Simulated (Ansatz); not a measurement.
Born–Oppenheimer molecular dynamics of C$_{2}$H$_{6}$N$_{2}$O (11 atoms, charge 0, multiplicity 1). It starts from a relaxed structure.

These are results of RKS PBE-D4/STO-3G (Ansatz 0.2.0), not measurements.

```yaml
ensemble: NVE (velocity Verlet)
time_step: 1 fs
steps_asked: 166
starting_velocities_drawn_for: 500 K
seed: 346902
```

First frame:

```xyz
11
Properties=species:S:1:pos:R:3
C -1.405 -0.106 0.736
N -0.354 -1.015 0.112
C 0.643 -0.313 -0.436
N 0.828 1.126 -0.605
O 1.679 -1.027 -1.091
H -2.234 -0.745 1.103
H -1.006 0.466 1.606
H -1.822 0.625 0.007
H 1.865 1.311 -0.747
H 0.553 1.612 0.296
H 1.319 -1.992 -0.959
```

Q: How far do the bonds stretch over the last three quarters of this one trajectory? (Pairs bonded in most of those frames.)

A: 
```
  bond  mean (Å)  spread (Å)  shortest  longest
 C1–N2     1.521       0.016      1.49     1.55
 C1–H6     1.113       0.011      1.09     1.13
 C1–H7     1.118       0.042      1.05     1.18
 C1–H8     1.116       0.030      1.06     1.17
 N2–C3     1.337       0.012      1.32     1.36
 C3–N4     1.462       0.021      1.42     1.50
 C3–O5     1.423       0.017      1.39     1.45
 N4–H9     1.064       0.019      1.03     1.10
N4–H10     1.063       0.020      1.03     1.10
O5–H11     1.041       0.022      1.01     1.08
```

Mean temperature of the second half: 229 K. The conserved energy stayed within 1.3 meV per atom of its start (net change 0.52 meV per atom), so the integration is sound. The temperature averaged 0.46 of the 500 K drawn at the start: a run that starts near a minimum puts about half its kinetic energy into the potential. A run of 0.17 ps of so small a system gives no equilibrium averages. Limits of this set-up: minimal basis.

The run took 3.3 min on 1 thread of Arm Neoverse V2, on a shared host, peak memory 0.09 GiB.
